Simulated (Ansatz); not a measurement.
**AlO+ (triplet): from Hartree-Fock to the top rungs, 6-31G**

How much of the correlation energy of AlO+ (triplet) does each wave-function method recover here?

Method: 6-31G, core rule «outside noble gas», up to 6 orbitals frozen; program: Ansatz 0.2.0, Gaussian basis.

To be run: UHF; CCSD(T) on ROHF; CCSD(T) on UHF; BCCD(T) on ROHF; CISD; CCSDT(Q) on ROHF; CCSDT(Q) on UHF; CISDTQ; CCSDTQ on ROHF; CCSDTQ on UHF; Full CI.

23 further runs of the same task are left out: 8 for a known fault of the program, 4 that didn't finish, 11 set aside as unsound or not needed.

## (1) The system

The geometry is a PBE0/def2-TZVP stationary point (not a proven minimum) of the parent state, kept for this charge and spin.

2 atoms, charge 1, spin multiplicity 3.

Atoms are counted from 1 here; the program's logs count them from 0.

Bond lengths: Al1–O2 1.784 Å.

## (2) UHF

The input, in.yaml:

```yaml
crystal:
  periodic: [false, false, false]
  atoms:
    - {symbol: Al, position_ang: [0.000000, 0.000000, 0.000000]}
    - {symbol: O, position_ang: [0.000000, 0.000000, 1.784100]}
basis:
  gaussian: {orbitals: 6-31G}
total_charge: 1
magnetization: {spin_polarized: true, initial_magnetization: 2}
hamiltonian: {xc: hf}
output: {orbitals: {seedname: orbitals}}
```

The run is started by

```sh
ansatz run in.yaml --threads 1 --pin off --events-out ev --progress --plain --max-ram 2393MiB
```

After this run come: CCSD(T) on ROHF; CCSD(T) on UHF; BCCD(T) on ROHF; CISD; CCSDT(Q) on ROHF; CCSDT(Q) on UHF; CISDTQ; CCSDTQ on ROHF; CCSDTQ on UHF; Full CI.

Q: Predict the results of all the runs planned. Wanted: FCI below the RHF energy; RMP2 from FCI; UMP2 from FCI; RCCSD from FCI; RCCSD(T) from FCI; UCCSD(T) from FCI; RCCSDT(Q) from FCI; UCCSDT(Q) from FCI; T1 diagnostic.

**Answer**, as computed:

| quantity | value |
| --- | --- |
| FCI below the RHF energy | -3.4355 eV |
| RMP2 from FCI | +10.95 kcal/mol |
| UMP2 from FCI | +11.55 kcal/mol |
| RCCSD from FCI | +3.16 kcal/mol |
| RCCSD(T) from FCI | +0.63 kcal/mol |
| UCCSD(T) from FCI | +0.75 kcal/mol |
| RCCSDT(Q) from FCI | +0.02 kcal/mol |
| UCCSDT(Q) from FCI | -0.12 kcal/mol |
| levels within 1 kcal/mol (43 meV) | RCCSD(T), UCCSD(T), BCCD(T), RCCSDT, UCCSDT, CISDTQ, RCCSDT(Q), UCCSDT(Q), RCCSDTQ, UCCSDTQ |
| T1 diagnostic | 0.049 |
| effectively unpaired electrons | 2.04 |

What this shows: RCCSD(T) lands +0.63 kcal/mol from the yardstick (0.8 % of the correlation energy). UCCSDT(Q) falls below full CI: unrestricted runs freeze a spin-polarised core, another one than full CI's, and coupled cluster isn't variational. The occupations are near whole numbers, but T1 = 0.049 shows that the orbitals relax strongly. These misses are within one basis, not against nature; the frozen cores of restricted and unrestricted runs differ, which can shift their rows.
